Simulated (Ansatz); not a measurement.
I need a saddle search for pyramidal inversion of H3S (charge +1), SMILES [SH3+]. Use Ansatz 0.2.0 through its Python package. Settings (for the species named): PBE, def2-TZVP basis, multiplicity 1.

```xyz
4

S     0.0192   -0.0141    0.4802
H    -0.4829    1.0958   -0.1090
H     1.1769   -0.1270   -0.2112
H    -0.7132   -0.9548   -0.1599
```

The script, `ts_h3s.py`:
```python
import ansatz as az
import numpy as np

geometry = (
    az.Crystal.molecule()
    .atom("S", (0.0192, -0.0141, 0.4802))
    .atom("H", (-0.4829, 1.0958, -0.109))
    .atom("H", (1.1769, -0.127, -0.2112))
    .atom("H", (-0.7132, -0.9548, -0.1599))
)

base = (
    geometry.calculation()
    .basis(gaussian="def2-TZVP")
    .functional("pbe")
    .charge(1)
)
symbols = [site.symbol for site in geometry.cartesian_sites]
start = np.array([site.position_ang for site in geometry.cartesian_sites], dtype=float)
data = base.relax(force_tolerance=0.005, max_steps=100).run(threads=1, backend="cpu").report
end = np.array(data["positions_ang"])

a, b, d = end[[1, 2, 3]]
normal = np.cross(b - a, d - a)
normal /= np.linalg.norm(normal)
flat = end.copy()
flat[0] -= 0.8 * ((end[0] - a) @ normal) * normal
guess = np.zeros_like(flat)
guess[0] = normal
near = az.Crystal.molecule()
for symbol, place in zip(symbols, flat):
    near = near.atom(symbol, place.tolist())
search = (
    near.calculation()
    .basis(gaussian="def2-TZVP")
    .functional("pbe")
    .charge(1)
    .saddle(mode_guess=guess.tolist(), force_tolerance=0.01, max_steps=40)
)
steps = []
top = search.session().plan().execute(on_event=lambda e: steps.append(e["data"]) if e["event"] == "saddle_step" else None).report
for s in steps:
    print(f"step {s['step']:2d}  E = {s['lagrangian_ev']:.5f} eV  force {s['allowed_force_max_ev_ang']:.4f} eV/A  curvature {s['curvature_ev_ang2']:.3f} eV/A^2")
print(f"minimum {data['free_energy_ev']:.5f} eV, saddle {top['free_energy_ev']:.5f} eV")
print(f"electronic barrier {23.060548 * (top['free_energy_ev'] - data['free_energy_ev']):.2f} kcal/mol")
saddle = np.array(top["positions_ang"])
print("final positions (A) and the move of each atom")
for symbol, xyz, old in zip(symbols, saddle, end):
    print(f"{symbol:2s} {xyz[0]:10.5f} {xyz[1]:10.5f} {xyz[2]:10.5f}   {np.linalg.norm(xyz - old):7.4f}")
```

```console
$ python ts_h3s.py
step  1  E = -10868.00608 eV  force 7.8054 eV/A  curvature -39.452 eV/A^2
step  2  E = -10869.32124 eV  force 3.3734 eV/A  curvature -26.674 eV/A^2
step  3  E = -10869.76194 eV  force 0.9724 eV/A  curvature -17.770 eV/A^2
step  4  E = -10869.78983 eV  force 0.1960 eV/A  curvature -15.959 eV/A^2
step  5  E = -10869.79206 eV  force 0.0265 eV/A  curvature -15.401 eV/A^2
step  6  E = -10869.79210 eV  force 0.0005 eV/A  curvature -15.315 eV/A^2
minimum -10871.11972 eV, saddle -10869.79212 eV
electronic barrier 30.62 kcal/mol
final positions (A) and the move of each atom
S    -0.00592    0.00432   -0.14814    0.7047
H    -0.54573    1.24041   -0.09036    0.2027
H     1.33462   -0.14482   -0.20614    0.2027
H    -0.80667   -1.08264   -0.14802    0.2026
```

Notes:
- Total energies depend on the basis set; only differences at equal settings carry meaning.
- The energies are electronic: no zero-point or thermal terms, and the basis set is short of its limit. No separate frequency run checks the order of the saddle point.
- Wall time of the script: 12 s on 1 thread of Intel(R) Xeon(R) Platinum 8488C (Sapphire Rapids) (shared host), peak memory 0.17 GiB.

(Lines on the test bed's own set-up are left out of the output.)
